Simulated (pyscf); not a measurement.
Thermochemistry of product channels of trichlorosilane (Cl–SiH(Cl)–Cl) on the singlet surface, in kcal/mol, from CCSD(T)/def2-TZVPP + ΔMP2(QZVPP) energies (ideal gas, 1 atm, RRHO with modes under 100 cm⁻¹ raised to 100, one conformer, R ln 2 for rigid chiral ones). Single points on ωB97X-D3(BJ)/def2-SVP structures (PySCF, gas phase). Correlated levels are frozen-core, on RHF or UHF. ΔMP2 is the change of the MP2 total energy from the triple- to the quadruple-zeta basis.

```csv
products,ΔE,ΔH(298 K),ΔG(600 K),ΔG(900 K)
chlorine (Cl–Cl) + :HSi–Cl [singlet],+133.5,+131.0,+108.0,+96.8
hydrogen chloride (HCl) + dichlorosilylene (Cl–Si:–Cl) [singlet],+57.0,+55.3,+33.2,+22.3
```

These are energies of the channels, which say nothing of barriers. The CCSD(T) − MP2 part came from Ansatz, without density fitting, on the same reference.
